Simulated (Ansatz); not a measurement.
A calculation on zinc-blende ZnSe returned lattice constant a 5.665 Å, bulk modulus 65.3 GPa, cohesive energy 2.85 eV/atom, elastic constant C11 90.2 GPa, elastic constant C44 41.5 GPa, Voigt–Reuss–Hill shear modulus 30.1 GPa, formation enthalpy -0.851 eV/atom.

For reference: lattice constant a 5.668 Å (measured, room temperature, no zero-point or thermal correction; as tabulated in Albrecht et al. (1997), arXiv:cond-mat/9706128); bulk modulus 62.4 GPa (measured, temperature not stated, not corrected to a static lattice, our sources range from 62.4 to 69.3; as tabulated in Toher et al. (2017), arXiv:1611.05714); cohesive energy 2.67 eV/atom (measured, zero-point energy (9/8 kB θD) added and atomic spin-orbit splittings removed, spin-orbit-averaged atoms; as tabulated in Albrecht et al. (1997), arXiv:cond-mat/9706128); elastic constant C11 85.9 GPa (measured, temperature not stated, not corrected to a static lattice; as tabulated in Oses et al. (2018), arXiv:1811.08464); elastic constant C44 40.6 GPa (measured, temperature not stated, no zero-point or thermal correction; as tabulated in Oses et al. (2018), arXiv:1811.08464); formation enthalpy -0.85 eV/atom (measured, 298 K, no zero-point or thermal correction; as tabulated in Zhang et al. (2018), doi:10.1038/s41524-018-0065-z).

Which level of theory produced these numbers?
A. HSE06 (Ansatz, a quantum-chemistry and plane-wave program)
B. LDA (Ansatz)
C. r²SCAN (Ansatz)
D. PBE (Ansatz)

C, r²SCAN (Ansatz)

The others give: HSE06 5.701 Å, 62.1 GPa, 2.66 eV/atom, 86.8 GPa, 39.7 GPa, 29.2 GPa, -0.876 eV/atom; LDA 5.567 Å, 71.6 GPa, 3.37 eV/atom, 97.4 GPa, 42.9 GPa, 31.2 GPa, -0.668 eV/atom; PBE 5.733 Å, 56.7 GPa, 2.58 eV/atom, 79.7 GPa, 37.1 GPa, 27.3 GPa, -0.714 eV/atom.

Unless a cell is named, each level is at its own relaxed cell (HSE06 23.16, LDA 21.57, PBE 23.55, r²SCAN 22.73 Å³/atom).

Caveats: exact exchange on metals is sensitive to the k mesh and can open a false gap (HSE06). Ansatz's density-functional and Hartree–Fock values are scalar-relativistic unless marked +SOC, with PAW data made under PBE.
